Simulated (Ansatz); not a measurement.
AlFH2 (`[F][AlH2]`), relaxed with RKS PBE-D4/def2-SVP in Ansatz from a rough embedded geometry. The force threshold is 0.03 eV/Å; the program also tests the step.

Charge 0, multiplicity 1.

Start:

```xyz
4

F    -0.593    0.738   -1.481
Al    0.020   -0.007    0.042
H     1.605   -0.138    0.277
H    -1.032   -0.593    1.162
```

**Question.** How much energy does the relaxation release, and in how many steps? (Estimate.)

**Answer.** The calculation gave: 20.65 kJ/mol, in 3 steps.

**Question.** Which bonds change most? (Best estimate.)

**Answer.** Computed: F1–Al2 from 1.802 to 1.682 Å; Al2–H4 from 1.645 to 1.592 Å; Al2–H3 from 1.608 to 1.592 Å.

**Question.** Give the relaxed structure. (Estimate.)

**Answer.** The calculation gave: 
```xyz
4

F    -0.558    0.681   -1.359
Al    0.022   -0.026    0.052
H     1.603   -0.103    0.218
H    -1.067   -0.552    1.089
```
